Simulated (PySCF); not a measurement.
# NaB: frontier orbitals

PBE0 at R = 2.489 Å; PySCF, no relativity, basis sets Na def2-TZVP, B def2-TZVP. State: ³Π (triplet), unpaired electrons σ ↑, π ↑. Only the outer orbitals are listed, counted within each symmetry.

| spin | orbital | occ. | ε (eV) | on Na (%) | main shells (%) |
| --- | --- | --- | --- | --- | --- |
| α | 1π | 1 | -32.45 | 100 | 100 Na p |
| α | 1π | 1 | -32.43 | 100 | 100 Na p |
| α | 4σ | 1 | -32.40 | 100 | 100 Na p |
| α | 5σ | 1 | -9.92 | 8 | 92 B s |
| α | 6σ | 1 | -4.19 | 34 | 65 B p, 33 Na s |
| α | 2π | 1 | -3.82 | 9 | 91 B p |
| α | 7σ | 0 | -1.55 | 81 | 52 Na s, 28 Na p, 18 B p |
| α | 2π | 0 | -1.46 | 26 | 74 B p, 24 Na p |
| α | 3π | 0 | 0.01 | 98 | 97 Na p |
| β | 1π | 1 | -32.40 | 100 | 100 Na p |
| β | 1π | 1 | -32.37 | 100 | 100 Na p |
| β | 4σ | 1 | -32.35 | 100 | 100 Na p |
| β | 5σ | 1 | -7.95 | 8 | 90 B s |
| β | 6σ | 0 | -1.47 | 82 | 73 Na s, 15 B p, 10 Na p |
| β | 2π | 0 | -0.92 | 24 | 75 B p, 23 Na p |
| β | 2π | 0 | -0.21 | 50 | 50 Na p, 49 B p |

Question: Which are the highest filled and the lowest empty level, where do they sit, and how wide is the gap?

Answer: Highest filled α 2π at -3.82 eV (in %: 91 B p); lowest empty α 7σ at -1.55 eV (in %: 52 Na s, 28 Na p, 18 B p); the gap at PBE0 is 2.27 eV.

- bond order (Mayer): 0.84
- ⟨S²⟩: 2.006
- charge on Na (Mulliken, basis-dependent): 0.41
- charge on Na (Löwdin, basis-dependent): 0.24
- dipole moment (positive dipole means Na(−)B(+)): -5.98 D
- polarisability along the bond: 162.6 bohr³
- polarisability across the bond: 74.1 bohr³

The state is the lowest determinant that a PBE0 search found; another state may lie lower at other levels.
